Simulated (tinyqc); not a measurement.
G0W0 on RHF in the sto-3g basis, for HF, spin multiplicity 1, step by step. One step of it, computed by the program tinyqc.

Problem. Orthogonalisation. S = U s U^T; symmetric (Loewdin) form X = U s^(-1/2) U^T, so that X^T S X = 1.

overlap S, lower triangle:
```
           1F 1s     1F 2s    1F 2px    1F 2py    1F 2pz     2H 1s
1F 1s   1.000000
1F 2s   0.237990  1.000000
1F 2px  0.000000  0.000000  1.000000
1F 2py  0.000000  0.000000  0.000000  1.000000
1F 2pz  0.000000  0.000000  0.000000  0.000000  1.000000
2H 1s   0.049713  0.450217  0.000000  0.000000  0.349930  1.000000
```

Give: eigenvalues of S; X.

Solution.

eigenvalues of S: 0.4117  0.8457  1.0000  1.0000  1.1234  1.6192

X, lower triangle:
```
          1F 1s    1F 2s  1F 2px  1F 2py   1F 2pz   2H 1s
1F 1s    1.0233
1F 2s   -0.1335   1.1277
1F 2px   0.0000   0.0000  1.0000
1F 2py   0.0000   0.0000  0.0000  1.0000
1F 2pz  -0.0076   0.0803  0.0000  0.0000   1.0611
2H 1s    0.0228  -0.2930  0.0000  0.0000  -0.2237  1.1632
```
